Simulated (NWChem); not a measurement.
Molecule: AlCl$_{3}$; SMILES [Cl][Al]([Cl])[Cl]

```xyz
4

Al     0.0000     0.0000     0.0023
Cl    -2.0375     0.4560    -0.0002
Cl     1.4136     1.5365    -0.0002
Cl     0.6238    -1.9925    -0.0002
```
Atoms are numbered in this order, from 1.

Computed with NWChem. Geometry optimised at B3LYP/6-31G*; all other runs use it. Pople sets run with spherical d functions. Vzz has the sign of the potential's second derivative.

```json
[
 {"quantity": "Vzz Al1 (a.u.)", "level": "PBE0/6-31G*", "value": "___"},
 {"quantity": "orbital gap (eV)", "level": "M05-2X/6-31G*", "value": "___"},
 {"quantity": "absolute shielding σ Cl2 (ppm)", "level": "LDA (Slater exchange, VWN5)/pcSseg-1, GIAO", "value": "___"},
 {"quantity": "vertical, lowest excitation, singlet (eV)", "level": "PBE/def2-SVPD, full TDDFT", "value": "5.70"},
 {"quantity": "dipole (D)", "level": "B3LYP/6-31G*", "value": "0.01"},
 {"quantity": "highest harmonic frequency (cm⁻¹)", "level": "B3LYP/6-31G*", "value": "617"}
]
```

Problem. Fill in the missing entries.

Solution. 
- Vzz Al1 (a.u.), value: 0.614
- orbital gap (eV), value: 9.99
- absolute shielding σ Cl2 (ppm), value: 847.2
